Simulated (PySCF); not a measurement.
All values below come from PySCF 2.14.0 with PBE-D3(BJ)/def2-TZVP. Isolated molecules, 0 K electronic values unless said otherwise. Excitations are Tamm–Dancoff values on a coarser integration grid. The basis has no diffuse functions, so Rydberg states are missing or too high.

Reference species (SMILES): `[NH2][Al]([Cl])[Cl]` (neutral, multiplicity 1).

The HOMO–LUMO gap is 5.04 eV and the T1 excitation (TDA) is 4.80 eV.

Changed species: `[Cl][Al]([Cl])[Cl]` (0 of 3 Cl replaced by NH2; the reference has 1 of 3 Cl replaced by NH2).

### Question
What does the change do to the HOMO–LUMO gap and T1 excitation (TDA)?

### Answer
the HOMO–LUMO gap rises by 0.69 eV, to 5.73 eV; the T1 excitation (TDA) increases by 0.80 eV, to 5.60 eV.
